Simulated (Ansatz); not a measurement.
Geometry optimisation, RKS BHLYP-D4/def2-SVP in Ansatz 0.2.0.

Input:

```yaml
crystal:
  periodic: [false, false, false]
  atoms:
    - { symbol: B, position_ang: [0.019381, -0.32742, -0.343961] }
    - { symbol: H, position_ang: [0.075896, 0.060151, 2.020038] }
    - { symbol: H, position_ang: [1.044357, 0.295361, -0.424177] }
    - { symbol: H, position_ang: [-1.045744, 0.222931, -0.481646] }
    - { symbol: O, position_ang: [0.080201, -1.685325, -0.158603] }
    - { symbol: Al, position_ang: [-0.805448, -3.124623, -0.400833] }
    - { symbol: H, position_ang: [-0.038993, -4.460254, -0.105363] }
    - { symbol: H, position_ang: [-2.293598, -3.036827, -0.893147] }
    - { symbol: H, position_ang: [0.125248, -0.614593, 1.790391] }
basis:
  gaussian: { orbitals: def2-SVP }
hamiltonian:
  xc: { name: BHLYP }
  dispersion: d4
relax:
  f_tol: 0.03
  max_steps: 50
output:
  orbitals: {}
```

Launched with:

```bash
$ ansatz run input.yaml --threads 1 --pin off --max-ram 2048MiB --backend cpu --events-out ev --progress --plain --runs-dir out
```

Task: Where does it end, and by what steps?

Result: The run converged. The force dipped under the threshold on the way, but the program's further checks kept it going. After 22 steps the energy has fallen by 0.303 eV; H8 moved furthest, 1.19 Å.

| step | energy less start (eV) | largest force component (eV/Å) | accepted |
| --- | --- | --- | --- |
| 0 | 0.0000 | 1.529 | yes |
| 1 | -0.1449 | 0.680 | yes |
| 2 | -0.1868 | 0.332 | yes |
| 3 | -0.1980 | 0.100 | yes |
| 4 | -0.1687 | 0.891 | no |
| 5 | -0.2015 | 0.066 | yes |
| 6 | -0.2071 | 0.034 | yes |
| 7 | -0.2054 | 0.559 | no |
| 8 | -0.2110 | 0.036 | yes |
| 9 | -0.2151 | 0.111 | yes |
| 10 | -0.2206 | 0.245 | yes |
| 11 | -0.2091 | 0.385 | no |
| 12 | -0.2309 | 0.174 | yes |
| 13 | -0.2408 | 0.112 | yes |
| 14 | -0.2495 | 0.242 | yes |
| 15 | -0.2693 | 0.165 | yes |
| 16 | -0.2949 | 0.186 | yes |
| 17 | -0.3018 | 0.137 | yes |
| 18 | -0.3016 | 0.143 | no |
| 19 | -0.3022 | 0.041 | yes |
| 20 | -0.3031 | 0.007 | yes |
| 21 | -0.3029 | 0.077 | no |
| 22 | -0.3033 | 0.027 | yes |

```xyz
9
Properties=species:S:1:pos:R:3
B -0.125 -0.237 -0.621
H 0.178 -0.058 2.464
H 0.909 0.100 -1.141
H -0.855 0.586 -0.126
O -0.470 -1.521 -0.604
Al -0.896 -3.160 -0.556
H -0.379 -4.002 0.659
H -1.777 -3.711 -1.726
H 0.577 -0.669 2.653
```

Whether the end is a true minimum wasn't checked by a vibrational analysis.

The run took 53 s on 1 thread of Arm Neoverse V1, with other jobs on the host, peak memory 0.16 GiB.
